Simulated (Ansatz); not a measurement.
Worked example: correlation energy of B–BH–F, quintet

Geometry: that of the B–BH–F, triplet, kept fixed. The triplet lies 4.3 eV lower here.

| atom | x (Å) | y (Å) | z (Å) |
| --- | --- | --- | --- |
| B | 0.0000 | -0.2860 | 1.6155 |
| B | 0.0000 | 0.4445 | 0.1548 |
| F | 0.0000 | -0.1777 | -1.0181 |
| H | 0.0000 | 1.6488 | 0.2021 |

Basis cc-pVTZ; Ansatz 0.2.0. Correlated methods freeze the noble-gas cores, which leaves 14 electrons in 101 orbitals. Prefix R: restricted or restricted open-shell reference; prefix U: unrestricted.

Full CI isn't at hand for all of this; UCCSDT(Q) serves as the reference, and is uncertain by about the last step of the cluster series.

Runs differ by some tens of microhartree through their thresholds and, for an open shell, their frozen cores, so steps under 0.03 kcal/mol mean nothing.

| level | total energy (hartree) |
| --- | --- |
| UHF | -149.224268 |
| UMP2 | -149.592738 |
| UCCSD | -149.613362 |
| UCCSD(T) | -149.627610 |
| UCCSDT | -149.628863 |
| UCCSDT(Q) | -149.629510 |

What is the correlation energy at UCCSDT(Q), and what share of it do UMP2 and UCCSD recover?

E(corr) = -149.629510 − (-149.224268) = -0.405242 hartree = -11.027 eV. UMP2: -0.368470 / -0.405242 = 90.93 %. UCCSD: -0.389094 / -0.405242 = 96.02 %.

By how many kcal/mol does UCCSD(T) miss UCCSDT(Q) (1 hartree = 627.509 kcal/mol), and which steps make up the rest?

-149.627610 − (-149.629510) = 0.001900 hartree = 1.19 kcal/mol. Steps: UCCSDT − UCCSD(T) = -0.79, UCCSDT(Q) − UCCSDT = -0.41 kcal/mol. Differences between like states or geometries often cancel part of this.
